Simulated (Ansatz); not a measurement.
A made-up structure of BSiHF, doublet:

B1  (1.379, -2.680, -0.254)
Si2  (0.013, -0.104, 0.387)
F3  (0.684, -1.418, -0.243)
H4  (1.031, 0.993, 0.291)
(Å)

It is relaxed with PBE-D4/def2-SVP and then PBE0-D4/def2-TZVP (Ansatz 0.2.0). Atoms count as bonded within 1.22 times the sum of their covalent radii (H–H: 0.88 Å). The end point is not checked to be a true minimum.

Q: Does its bonding change? (A judgement: the text doesn't fix the answer.)

A: Computed: Yes. Formed: none; broken: Si2–F3.

Where it ends: The first stage lowers the energy by 2.13 eV in 9 steps. It ends as a complex of SiH + BF:
```
atom    x (Å)    y (Å)    z (Å)
  B1   1.4194  -3.0355  -0.4735
 Si2  -0.4352   0.5059   0.5525
  F3   1.1972  -1.8257  -0.1602
  H4   0.9250   1.1459   0.2619
```

For scale, one of the runs: PBE0-D4/def2-TZVP relaxation, 105 basis functions, launched by `ansatz run in.yaml --threads 2 --pin off --events-out ev --progress --plain --max-ram 4352MiB`. Hardware: 2 CPU threads of an Arm Neoverse V2, shared host. Wall time about 57 s.
